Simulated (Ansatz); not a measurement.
**H₂N–O, doublet: the ladder up to UCCSDT(Q)**

Geometry: displaced at random from a stationary point.

```xyz
4

N     0.0007    0.0073    0.6064
O    -0.0001   -0.0088   -0.6667
H     0.0478    0.9267    1.0626
H    -0.0550   -0.8885    1.0924
```

Basis cc-pVDZ; Ansatz 0.2.0. Only valence electrons are correlated (noble-gas cores frozen), which leaves 13 electrons in 36 orbitals. Prefix R: restricted or restricted open-shell reference; prefix U: unrestricted. Active spaces: valence = (13e, 10o) chosen from the atoms' valence shells.

Full CI isn't at hand for all of this; UCCSDT(Q) serves as the reference, and is uncertain by about the last step of the cluster series. The frozen core follows each run's orbitals, which can shift R against U totals by a few meV.

For open shells CISD is restricted-active-space CI with the open shells as a complete middle space.

The UHF ⟨S²⟩ is 0.762. The T1 diagnostic (RCCSD) is 0.0274. The largest doubles amplitude (RCCSD) is 0.048 and the T1 diagnostic (UCCSD) is 0.0222.

| level | E − E(RHF) (eV) |
| --- | --- |
| UHF | -0.1923 |
| RMP2 | -9.2725 |
| UMP2 | -9.2269 |
| RCCSD | -9.7844 |
| UCCSD | -9.7924 |
| RCCSD(T) | -10.0153 |
| UCCSD(T) | -10.0160 |

Estimate how far UCCSDT(Q) in cc-pVDZ lies from RCCSD(T). The table doesn't fix it; the size of (T) and the diagnostics are the guide.

UCCSDT(Q) in cc-pVDZ lies 3.8 kJ/mol below RCCSD(T), which is 17 % of the (T) step (-22.3 kJ/mol). The diagnostics are small and one determinant leads, so the series closes fast and only a small part of (T) is left.

The other levels:

| level | E − E(UCCSDT(Q)) (kJ/mol) | share of correlation (%) | wall time |
| --- | --- | --- | --- |
| CISD | 96.9 | 90.01 | 6 s |
| BCCD(T) | 3.7 | 99.62 | 2.8 s |
| RCCSDT | 2.8 | 99.71 | – |
| UCCSDT | 2.7 | 99.72 | – |
| RCCSDT(Q) | 0.0 | 100.00 | 46 s |
| CASSCF (valence space) | 706.4 | 27.19 | – |
| NEVPT2 (valence space) | 106.6 | 89.01 | 7 s |
| MRCISD (valence space) | 46.7 | 95.19 | – |
| MRCISD+Q (valence space) | 4.3 | 99.56 | 13 s |

The correlation energy at UCCSDT(Q), counted from RHF, is -10.055 eV. That run took 40 s on 1 thread of Intel Xeon Platinum 8259CL, shared host.

Times hold each run's SCF and search for its determinant on a shared host, so for small cases they say little of a method's own cost; they ran on 1 thread of Intel Xeon Platinum 8259CL.

Natural occupations of CASSCF (valence space) about the gap: 1.985 1.980 1.978 1.965 1.018 0.037 0.024 0.021; effectively unpaired electrons, Σ n²(2−n)², 1.02.
